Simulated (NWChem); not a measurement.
## Total energies of HLi

```
Li
H 1 1.5976
```
Charge 0, spin multiplicity 1.

All runs are NWChem calculations. Structure: optimised with PBE0/def2-SVP, a minimum by its harmonic frequencies.

Basis set: 6-311G** (24 functions).

```csv
method,total energy (Ha)
RHF,-7.98578
MP2,-8.02173
B2PLYP,-8.05946
PBE,-8.04450
B3LYP,-8.08623
BLYP,-8.07008
CCSD(T),-8.03194
```

Total energies of different functionals aren't comparable as a measure of quality: only differences taken within one method are. 

The correlated methods freeze no orbitals. B3LYP has NWChem's definition, with VWN1-RPA local correlation. The Pople sets run with spherical d functions. The structure started from a generated list of species. No row is a measurement; the coupled-cluster row has its own basis-set and correlation limits.
